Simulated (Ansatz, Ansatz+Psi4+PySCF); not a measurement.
```csv
atom,x (Å),y (Å),z (Å)
C,0.0000,0.0244,-0.7597
C,0.0000,-0.0244,0.7597
O,0.0000,1.0643,-1.3573
O,0.0000,-1.0643,1.3573
H,0.0000,-0.9801,-1.2524
H,0.0000,0.9801,1.2524
```

Basis set: cc-pVTZ (spherical functions). Frozen core: 4 orbitals. Charge 0, multiplicity 1.

Computed with Ansatz (development build ahead of 0.2.0); each method stands on the lowest determinant of its kind that the runs found. Restricted open shells among the atoms or ions are ROHF, correlated in semicanonical orbitals with singles.

The atomization energy at this shape (free ground-state atoms in the same class of orbitals less the molecule, no zero-point energy) of singlet C₂H₂O₂:

| method | atomization energy |
| --- | --- |
| RHF-MP2 | 27.64 eV |

Question: What does RHF give?

Answer: 18.83 eV.
